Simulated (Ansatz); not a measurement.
# BH₂ (doublet): the correlation ladder, def2-TZVPP

One table from this session's results is given with a row withheld; the runs are named, their logs left out.

Computed with Ansatz 0.2.0, Gaussian basis. Level: def2-TZVPP, core rule «outside noble gas», up to 1 orbitals frozen.

Plan: UHF; ROHF; CCSD(T) on UHF.

2 further runs of the same task are left out: 2 set aside as unsound or not needed.

**The geometry**

The geometry is a PBE0/def2-TZVP stationary point (not a proven minimum) of the parent state, kept for this charge and spin.

3 atoms, charge 0, spin multiplicity 2.

Atoms are counted from 1 here; the program's logs count them from 0.

Bond lengths: B1–H2 1.291 Å, B1–H3 1.291 Å. Angles: H2–B1–H3 66.8°.

The first run:

The input, in.yaml:

```yaml
crystal:
  periodic: [false, false, false]
  atoms:
    - {symbol: B, position_ang: [0.000000, 0.000000, -0.169375]}
    - {symbol: H, position_ang: [0.000000, 0.710556, 0.908347]}
    - {symbol: H, position_ang: [0.000000, -0.710556, 0.908347]}
basis:
  gaussian: {orbitals: def2-TZVPP}
magnetization: {spin_polarized: true, initial_magnetization: 1}
hamiltonian: {xc: hf}
output: {orbitals: {seedname: orbitals}}
```

Command:

```sh
ansatz run in.yaml --threads 1 --pin off --events-out ev --progress --plain --max-ram 4096MiB --backend cpu
```

Among the steps run: UHF; ROHF; CCSD(T) on UHF.

One of the session's tables, all rows but one given; the rest of the session is left out.

```
  method  from UCCSD(T) (kJ/mol)
    ROHF                  +294.7
     UHF                  +289.4
    UMP2                   +60.4
   UCCSD                       ?
UCCSD(T)                       0
```

**Question.** Estimate the row for UCCSD.

**Answer.** from UCCSD(T) (kJ/mol): +7.2. In the column «from UCCSD(T) (kJ/mol)» it lies between UCCSD(T) (0) and UMP2 (+60.4).
